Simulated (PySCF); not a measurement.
**Assigning NMR signals**

Numbering as in the mapped SMILES `[CH3:1][n:2]1[cH:3][cH:4][n:5][cH:6]1`; H(Xn) means a hydrogen on atom n.

All values are calculated (PySCF): PBE0/pcSseg-1 with gauge-including orbitals, spin–spin couplings from B3LYP/pcJ-1 (spin–dipole term only in couplings to heteroatoms), structure optimised with GFN2-xTB. Non-relativistic Hamiltonian, averaged over atoms made equivalent by symmetry, fast rotation or ring inversion, one conformer, isolated molecule.

Shifts are taken against calculated references (same method and geometry level): 13C (σref 186.93) and 1H (σref 31.72) against TMS.

**Question.** Assign these signals to the numbered atoms. 13C{1H} NMR (computed): δ 140.3 (CH), 137.2 (CH), 122.6 (CH), 33.6 (CH3).

**Answer.** 
140.3 → C6, aromatic CH between two ring heteroatoms
137.2 → C4, aromatic CH next to a ring nitrogen
122.6 → C3, aromatic CH next to a ring nitrogen
33.6 → C1, methyl carbon bonded to N: deshielded by the electronegative neighbour

**Question.** Assign these signals to the numbered atoms. 1H NMR (400 MHz, computed): δ 7.30 (d, J = 1.6 Hz, 1H), 7.15 (d, J = 1.4 Hz, 1H), 6.86 (t, J = 1.5 Hz, 1H), 3.77 (s, 3H).

**Answer.** 
| δ (ppm) | atoms | environment | reason |
| --- | --- | --- | --- |
| 7.30 | H(C4) | hydrogen on an aromatic CH next to a ring nitrogen | it sits in the deshielding region of the aromatic ring current |
| 7.15 | H(C6) | hydrogen on an aromatic CH between two ring heteroatoms | it sits in the deshielding region of the aromatic ring current |
| 6.86 | H(C3) | hydrogen on an aromatic CH next to a ring nitrogen | ring-current deshielding |
| 3.77 | H(C1) | hydrogen on a methyl carbon bonded to N | its carbon carries N, an electronegative neighbour |

Multiplet labels drop couplings under 1 Hz and merge nearly equal ones. Unscaled 3J(H,H) at this level run about 10 % above measured values. Shifts are as computed. Against solution values, carbons near 30 ppm lie about +3 ppm off and those near 130 ppm about +5 ppm. Of 1211 compounds with measured shifts, 218 miss one by over three times the rms of a fit or turn the order of signals round; such compounds aren't used in these exercises.
